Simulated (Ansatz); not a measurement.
## ZrCu5 (F-43m)

These are results of Ansatz 0.2.0, DFT PBEsol, scalar-relativistic, plane waves, PAW, not measurements.

Cutoff 420 eV; k points 10×10×10 on the computed 6-atom cell (Γ-centred); Gaussian smearing, width 0.10 eV; no spin polarisation.

The structure is relaxed at this level of theory with its symmetry kept. Whether it is the stable form of this composition wasn't checked.

```xyz
6
Lattice="0.0000 3.3940 3.3940 3.3940 0.0000 3.3940 3.3940 3.3940 0.0000" Properties=species:S:1:pos:R:3 pbc="T T T"
Zr    0.0000    0.0000    0.0000
Cu    5.0910    5.0910    5.0910
Cu    4.2374    2.5507    4.2374
Cu    4.2374    4.2374    2.5507
Cu    2.5507    2.5507    2.5507
Cu    2.5507    4.2374    4.2374
```

```
Space group                                                       : F-43m (No. 216)
Volume per atom                                                   : 13.03 Å³
Formation energy from the elements' standard states (uncorrected) : -0.141 eV/atom
Kohn–Sham band gap                                                : none (metal)
Density of states at the Fermi level                              : 5.07 states/eV per cell
Löwdin character within 0.5 eV of the Fermi level                 : Zr 4d 35 %, Cu 3d 22 %, Cu 4s 15 %, unprojected 21 %
Bulk modulus                                                      : 159 GPa
Its pressure derivative                                           : 4.7
Bader charges (e)                                                 : Zr (1 in the cell) 1.52, Cu (1 in the cell) -0.20, Cu (4 in the cell) -0.33
```